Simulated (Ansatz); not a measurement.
in.yaml

```yaml
crystal:
  periodic: [false, false, false]
  atoms:
    - {symbol: B, position_ang: [0.000000, 0.000000, 0.000000]}
    - {symbol: H, position_ang: [2.088409, 0.025472, -0.000451]}
    - {symbol: H, position_ang: [-1.066265, 1.795872, -0.004965]}
    - {symbol: H, position_ang: [-1.022144, -1.821344, 0.005416]}
basis:
  gaussian: {orbitals: cc-pVDZ}
correlation: {method: fic_mrcisd_q, electrons: outside_noble_gas, active_space: {window: {electrons: 2, orbitals: 2}}}
```

```sh
$ ansatz run in.yaml --threads 1 --pin off --events-out ev --progress --plain --max-ram 2393MiB
```

Q: Roughly how long does this take on 1 thread of Arm Neoverse V2, shared host, and how much host memory?

A: 0.27 s wall and 0.2 GiB.

```
265 factors; integrals over basis functions are off by at most 2.0e-3 eV
mean field evaluation 1: about -707.2057 eV, gradient 9.9e0 eV
mean field evaluation 2: about -707.2058 eV, gradient 9.9e0 eV
mean field evaluation 4: about -708.0648 eV, gradient 1.7e0 eV
mean field evaluation 8: about -708.1071 eV, gradient 2.6e-4 eV
mean field evaluation 16: about -708.1071 eV, gradient 2.5e-2 eV
mean field -708.10712336 eV, -26.0224568113 hartree, gradient 2.4e-7 eV, S^2 0.000000; 1 other end points of the search recorded, 0 dependent functions left out; unrestricted orbitals would lower it
reference -708.10712336 eV, -26.0224568113 hartree; 4, 4 occupied and 25, 25 virtual orbitals, 265 factors
state -709.30637185 eV, -26.0665283802 hartree
contracted CI cycle   1: correlation 0.00000000 eV, 0.0000000000 hartree, residual 1.08e1 eV
contracted CI cycle   2: correlation -2.99783570 eV, -0.1101684300 hartree, residual 3.07e0 eV
contracted CI cycle   3: correlation -3.33584134 eV, -0.1225899080 hartree, residual 1.31e0 eV
contracted CI cycle   4: correlation -3.38347460 eV, -0.1243403980 hartree, residual 4.34e-1 eV
contracted CI cycle   5: correlation -3.38902279 eV, -0.1245442905 hartree, residual 1.69e-1 eV
contracted CI cycle   6: correlation -3.39032792 eV, -0.1245922531 hartree, residual 1.05e-1 eV
contracted CI cycle   7: correlation -3.39075533 eV, -0.1246079602 hartree, residual 5.60e-2 eV
contracted CI cycle   8: correlation -3.39085538 eV, -0.1246116367 hartree, residual 2.45e-2 eV
contracted CI cycle   9: correlation -3.39087445 eV, -0.1246123378 hartree, residual 1.24e-2 eV
contracted CI cycle  10: correlation -3.39087907 eV, -0.1246125074 hartree, residual 5.73e-3 eV
contracted CI cycle  11: correlation -3.39088005 eV, -0.1246125435 hartree, residual 2.25e-3 eV
contracted CI cycle  12: correlation -3.39088019 eV, -0.1246125486 hartree, residual 8.67e-4 eV
contracted CI cycle  13: correlation -3.39088021 eV, -0.1246125494 hartree, residual 3.48e-4 eV
state -709.30637185 eV, -26.0665283802 hartree; corrected -713.26139297 eV, -26.2118727256 hartree
Total energy: -713.26139297 eV, -26.2118727256 hartree
```

For the same geometry and basis full CI lies 102.3 meV higher.
